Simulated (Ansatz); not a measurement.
# CHNSi+ (doublet): the correlation ladder, def2-TZVPP

One table from this session's results is given with a row withheld; the runs are named, their logs left out.

Program: Ansatz 0.2.0, Gaussian basis. Level of theory: def2-TZVPP, core rule «outside noble gas», up to 7 orbitals frozen. These are calculated values, not measurements.

The runs, in order: UHF; ROHF; CCSD(T) on UHF.

2 further runs of the same task are left out: 2 set aside as unsound or not needed.

## What is computed

The geometry is a PBE0/def2-TZVP stationary point (not a proven minimum) of the parent state, kept for this charge and spin.

4 atoms, charge 1, spin multiplicity 2.

Atoms are counted from 1 here; the program's logs count them from 0.

Bond lengths: C1–N2 1.210 Å, C1–H4 1.080 Å, N2–Si3 1.677 Å. Angles: N2–C1–H4 141.6°, C1–N2–Si3 175.8°.

The first run:

File in.yaml:

```yaml
crystal:
  periodic: [false, false, false]
  atoms:
    - {symbol: C, position_ang: [0.000003, -0.203741, 0.797438]}
    - {symbol: N, position_ang: [-0.000006, -0.103756, -0.408858]}
    - {symbol: Si, position_ang: [0.000001, -0.087034, -2.085648]}
    - {symbol: H, position_ang: [0.000003, 0.394532, 1.697068]}
basis:
  gaussian: {orbitals: def2-TZVPP}
total_charge: 1
magnetization: {spin_polarized: true, initial_magnetization: 1}
hamiltonian: {xc: hf}
output: {orbitals: {seedname: orbitals}}
```

Command:

```console
ansatz run in.yaml --threads 1 --pin off --events-out ev --progress --plain --max-ram 4096MiB --backend cpu
```

Steps of the session up to this table: UHF; ROHF; CCSD(T) on UHF.

One of the session's tables, all rows but one given; the rest of the session is left out.

```
  method  from UCCSD(T) (kJ/mol)
    ROHF                 +1166.8
     UHF                 +1138.5
    UMP2                       ?
   UCCSD                   +57.8
UCCSD(T)                       0
```

Estimate the missing values for UMP2.

**Answer.** from UCCSD(T) (kJ/mol): +133.3. In the column «from UCCSD(T) (kJ/mol)» it lies between UCCSD (+57.8) and UHF (+1138.5).
